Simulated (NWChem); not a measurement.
# ammonia (NH3); SMILES N

```xyz
4

N      0.0000     0.0000     0.1389
H      0.6618     0.6618    -0.2664
H      0.2422    -0.9040    -0.2664
H     -0.9040     0.2422    -0.2664
```
Atoms are numbered in this order, from 1.

All runs use the structure optimised with PBE0/def2-SVP.

 Unshifted, non-relativistic core excitations; the lowest 4 roots alone, so stronger bands may lie above.

Q: List the first N K-edge excitations from BHandHLYP/cc-pVTZ, restricted-window TDA (NWChem).

A: 
| state | energy (eV) | dipole oscillator strength | leading excitation (squared amplitude) |
|---|---|---|---|
| S1 | 399.1 | 0.0090 | 1s of atom 1 or its equivalents → LUMO (0.96) |
| S2 | 400.5 | 0.0440 | 1s of atom 1 or its equivalents → LUMO+2 (0.91) |
| S3 | 400.5 | 0.0440 | 1s of atom 1 or its equivalents → LUMO+1 (0.91) |
| S4 | 406.8 | 0.0009 | 1s of atom 1 or its equivalents → LUMO+3 (0.96) |
